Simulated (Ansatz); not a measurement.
in.yaml

```yaml
crystal:
  periodic: [false, false, false]
  atoms:
    - {symbol: H, position_ang: [-2.720976, 0.054876, 0.000000]}
    - {symbol: H, position_ang: [-1.609976, 0.054876, 0.000000]}
    - {symbol: Si, position_ang: [0.104024, 0.054876, 0.000000]}
    - {symbol: H, position_ang: [0.716204, -0.819409, 1.090012]}
    - {symbol: H, position_ang: [0.716204, -0.819409, -1.090012]}
basis:
  gaussian: {orbitals: 6-31G}
magnetization: {spin_polarized: true, initial_magnetization: 0}
correlation: {method: ccsdtq, electrons: outside_noble_gas}
```

```sh
$ ansatz run in.yaml --threads 1 --pin off --events-out ev --progress --plain --max-ram 2393MiB
```

Log:

```
451 factors; integrals over basis functions are off by at most 6.9e-8 eV
mean field evaluation 1: about -7918.7708 eV, gradient 5.0e0 eV
mean field evaluation 2: about -7918.7720 eV, gradient 5.0e0 eV
mean field evaluation 4: about -7919.1054 eV, gradient 2.6e-1 eV
mean field evaluation 8: about -7919.1068 eV, gradient 1.5e-6 eV
mean field evaluation 16: about -7919.7392 eV, gradient 1.3e-4 eV
mean field evaluation 32: about -7919.7385 eV, gradient 2.2e-6 eV
mean field evaluation 64: about -7914.3300 eV, gradient 1.2e1 eV
mean field evaluation 96: about -7917.7506 eV, gradient 2.2e-3 eV
mean field evaluation 128: about -7919.7385 eV, gradient 4.0e-3 eV
mean field evaluation 160: about -7917.8364 eV, gradient 1.3e0 eV
mean field -7919.73846298 eV, -291.0450203229 hartree, gradient 9.6e-7 eV, S^2 0.805456; 7 other end points of the search recorded, 0 dependent functions left out
determinant -7919.73846298 eV, -291.0450203229 hartree, with singles and doubles -7921.98454109 eV, -291.1275621709 hartree
determinant -7917.75064100 eV, -290.9719692125 hartree, with singles and doubles -7921.11342667 eV, -291.0955493066 hartree
determinant -7919.10681307 eV, -291.0218076169 hartree, with singles and doubles -7922.11714700 eV, -291.1324353483 hartree
5 core orbitals not correlated: weight in the atoms' cores, before any rotation towards them, 1.000 or more for the frozen orbitals, at most 0.000 for the correlated occupied ones
reference -7919.73846298 eV, -291.0450203229 hartree; 4, 4 occupied and 12, 12 virtual orbitals, 451 factors
second order -1.48703421 eV of doubles, -0.00000000 eV of singles
...
cycle  20  -2.46139870 eV  change   -1.0e-6 eV  update   4.8e-6
cycle  21  -2.46139556 eV  change    3.1e-6 eV  update   3.2e-6
cycle  22  -2.46139093 eV  change    4.6e-6 eV  update   2.6e-6
cycle  23  -2.46138451 eV  change    6.4e-6 eV  update   3.0e-6
cycle  24  -2.46138032 eV  change    4.2e-6 eV  update   2.1e-6
cycle  25  -2.46137703 eV  change    3.3e-6 eV  update   2.6e-6
cycle  26  -2.46137574 eV  change    1.3e-6 eV  update   3.0e-6
cycle  27  -2.46137548 eV  change    2.6e-7 eV  update   1.9e-6
cycle  28  -2.46137502 eV  change    4.6e-7 eV  update   2.6e-6
cycle  29  -2.46137461 eV  change    4.1e-7 eV  update   5.9e-7
Total energy: -7922.19983759 eV, -291.1354741717 hartree
```

For the same geometry and basis full CI lies 0.5 meV lower.

Ran on 1 thread of Intel Xeon 6975P-C, shared host: 18 s wall, 0.23 GiB peak host memory.
